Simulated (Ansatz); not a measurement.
Process, species as SMILES: O=CO + 3 [H][H] (H2) → C (CH4) + 2 O (H2O)
B3LYP-D3(BJ)/def2-TZVP geometries, fixed; electronic energies without zero-point terms.

The energy of full hydrogenation at MP2 with Ansatz (an electronic-structure program), in kcal/mol, split into its Hartree-Fock and correlation parts. Cores are frozen. Species with rotatable bonds are taken in one conformer. No added dispersion term, no relativity. Functions are those of the species that has most.

| basis | X | functions | Hartree-Fock | MP2 |
|---|---|---|---|---|
| aug-cc-pVDZ | 2 | 87 | -61.39 | -59.60 |
| aug-cc-pVTZ | 3 | 184 | -56.85 | -56.96 |
| aug-cc-pVQZ | 4 | 332 | -56.56 | -56.83 |

Worked estimate of the basis-set limit from each neighbouring pair, with Hartree-Fock from the larger set and the correlation part extrapolated as X^-3.
Correlation parts: X = 2: 1.79, X = 3: -0.11, X = 4: -0.27.
- (2,3): (27·(-0.11) - 8·(1.79))/19 = -0.91; with Hartree-Fock -56.85 the estimate is -57.76 kcal/mol.
- (3,4): (64·(-0.27) - 27·(-0.11))/37 = -0.39; with Hartree-Fock -56.56 the estimate is -56.95 kcal/mol.
The last two estimates differ by 0.81 kcal/mol; the largest set lies 0.12 from the last. Over the last step Hartree-Fock moves by 0.29 and the correlation part by -0.16.
